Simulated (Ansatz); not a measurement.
System: tetradymite Bi2Te3. Method: PBE0 (PAW; Ansatz, a first-principles code).

Settings: plane-wave cutoff 460 eV, 6×6×6 k mesh, Fermi–Dirac smearing 0.01 eV, scalar-relativistic PAW data made under PBE.

Cell (relaxed at this level):

```
CELL_PARAMETERS angstrom
     10.92153    -2.19474     0.08182
     10.92153     2.19474     0.08182
     10.45222     0.00000     3.85414
ATOMIC_POSITIONS crystal
  Bi 0.39618 0.39618 0.39618
  Bi 0.60382 0.60382 0.60382
  Te 0.00000 0.00000 0.00000
  Te 0.21835 0.21835 0.21835
  Te 0.78165 0.78165 0.78165
```

Estimate the band gap that the calculation returns.


- band gap: 1.66 eV

Note: the cell comes from a level without a dispersion term, which matters for the spacing of layers, chains or molecules; the cell has widely spaced layers and the level no dispersion term, so their spacing and the moduli can rest on weak binding.

Spin–orbit coupling is not included; with these elements it can move the gap by several tenths of an eV or more.

Computed values are for the static lattice.

Computing time: around 6 core-hours (rough).
